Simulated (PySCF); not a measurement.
# Diatomics of Cl with the third period

PBE0 with triple-zeta basis sets in PySCF, for the lowest determinant that a PBE0 search found; no spin–orbit coupling. De refers to high-spin ground-configuration atoms. A positive dipole means M(−)Cl(+).

| M | basis | state (unpaired electrons) | Re (Å) | ωe (cm⁻¹) | De (eV) | μ (D) |
| --- | --- | --- | --- | --- | --- | --- |
| Na | def2-TZVPP | singlet (closed shell) | 2.358 | 365 | 4.03 | -8.72 |
| Mg | x2c-TZVPPall | doublet (σ ↑) | 2.209 | 457 | 3.33 | -3.33 |
| Al | def2-TZVPP | singlet (closed shell) | 2.146 | 474 | 5.16 | -1.50 |
| Si | x2c-TZVPPall | doublet (π ↑) | 2.068 | 534 | 4.44 | -0.79 |
| Cl | def2-TZVPP | singlet (closed shell) | 1.982 | 579 | 2.58 | n/a |

By what factor does the harmonic wavenumber vary along the series?

At PBE0 it runs from 365 cm⁻¹ (NaCl) to 579 cm⁻¹ (Cl2), a factor of 1.59.

The rows differ in basis set, which adds steps of its own.

The state changes along the series, so neighbouring rows are not always alike in their bonding.

States were picked by a PBE0 search and need not be the measured ground states.
